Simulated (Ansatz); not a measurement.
Complex (SMILES): F (HF) with F (HF), atoms 1 to 2 the first; geometry from NCB31 set, monomers rigid:
```xyz
4

F      1.3237    -0.0902     0.0000
H      1.7404     0.7334     0.0000
F     -1.4572     0.0193     0.0000
H     -0.5393    -0.0947     0.0001
```

Basis-set convergence of the counterpoise-corrected interaction energy at HF with Ansatz (a program for electronic structure). All functions are spherical. No added dispersion term, no relativity. Functions are those of the species that has most. Reference: the value in aug-cc-pV5Z, -3.89 kcal/mol. Deviations are taken from unrounded values.

```tsv
basis	functions
cc-pVDZ	38
aug-cc-pVDZ	64
cc-pVTZ	88
jun-cc-pV(T+d)Z	106
aug-cc-pVTZ	138
cc-pVQZ	170
aug-cc-pVQZ	252
cc-pV5Z	292
aug-cc-pV5Z	414
```

Question: Which is the smallest correlation-consistent set listed that can be trusted to 0.2 kcal/mol here, that is, within that of the reference together with its larger relatives (same family, alike in diffuse functions; a set with none to test it counts only in the reference's own line)?

Answer: The smallest set listed that lies within 0.2 kcal/mol of the reference with all its larger relatives (same family, alike in diffuse functions; a set with none counts only in the reference's own line) is aug-cc-pVDZ (64 functions, 0.05 kcal/mol off). Value minus reference: cc-pVDZ -0.35, aug-cc-pVDZ 0.05, cc-pVTZ -0.06, jun-cc-pV(T+d)Z 0.08, aug-cc-pVTZ 0.07, cc-pVQZ -0.04, aug-cc-pVQZ 0.00, cc-pV5Z -0.01, aug-cc-pV5Z 0.00 kcal/mol.
